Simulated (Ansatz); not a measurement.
Write a Python script for Ansatz's Python interface that makes an active-space calculation of CH₄AlN, SMILES [CH2]1[NH][AlH]1. Level of theory (for the species named): Hartree-Fock, def2-SVP basis, multiplicity 1.

```yaml
atoms:
  - { symbol: C, position_ang: [-0.5917, -0.0719, -0.5304] }
  - { symbol: N, position_ang: [-0.5873, 0.3318, 0.8818] }
  - { symbol: Al, position_ang: [0.9720, -0.5723, 0.2393] }
  - { symbol: H, position_ang: [-1.3162, -0.8102, -0.7392] }
  - { symbol: H, position_ang: [-0.6229, 0.8508, -1.2323] }
  - { symbol: H, position_ang: [-0.3081, 1.3552, 0.9677] }
  - { symbol: H, position_ang: [2.5155, -1.1514, 0.3674] }
```

`cas_ch4aln.py`:
```python
import ansatz

GEOMETRY = """
C    -0.59170   -0.07190   -0.53040
N    -0.58730    0.33180    0.88180
Al    0.97200   -0.57230    0.23930
H    -1.31620   -0.81020   -0.73920
H    -0.62290    0.85080   -1.23230
H    -0.30810    1.35520    0.96770
H     2.51550   -1.15140    0.36740
"""

geometry = ansatz.Crystal.molecule()
for line in GEOMETRY.strip().splitlines():
    symbol, *xyz = line.split()
    geometry = geometry.atom(symbol, [float(v) for v in xyz])

setup = (
    geometry.calculation()
    .basis(gaussian="def2-SVP")
    .correlation(active_electrons=4, active_orbitals=4)
)
for method in [None, "sc_nevpt2"]:
    summary = (setup if method is None else setup.correlation(method)).run().report
    space = summary["configurations"]
    state = space["states"][0]
    print(method or "casscf", f"total {summary['free_energy_ev'] / 27.211386246:.6f} Ha, active-space state {state['energy']['hartree']:.6f} Ha, mean field {summary['reference_energy_ev'] / 27.211386246:.6f} Ha")
    print("  determinants", state["n_determinants"], " natural occupations", [round(n, 3) for n in space["natural_occupations"]])
print("effectively unpaired electrons, sum of min(n, 2 - n):", round(sum(min(n, 2 - n) for n in space["natural_occupations"]), 3))
```

```console
$ python cas_ch4aln.py
casscf total -336.360961 Ha, active-space state -336.360961 Ha, mean field -336.312177 Ha
  determinants 36  natural occupations [1.974, 1.964, 0.036, 0.026]
sc_nevpt2 total -336.681084 Ha, active-space state -336.360959 Ha, mean field -336.312177 Ha
  determinants 36  natural occupations [1.974, 1.964, 0.036, 0.026]
effectively unpaired electrons, sum of min(n, 2 - n): 0.124
```

Caveats:
- Total energies depend on the basis set; only differences at equal settings carry meaning.
- The geometry is a force-field or estimated start, not a minimum of this method, and the basis set is short of its limit. The active space starts as a window about the frontier orbitals and is then optimised, not chosen by chemistry.
- Finished in 9 s on 1 thread of Arm Neoverse V1 (shared host), peak memory 0.17 GiB.
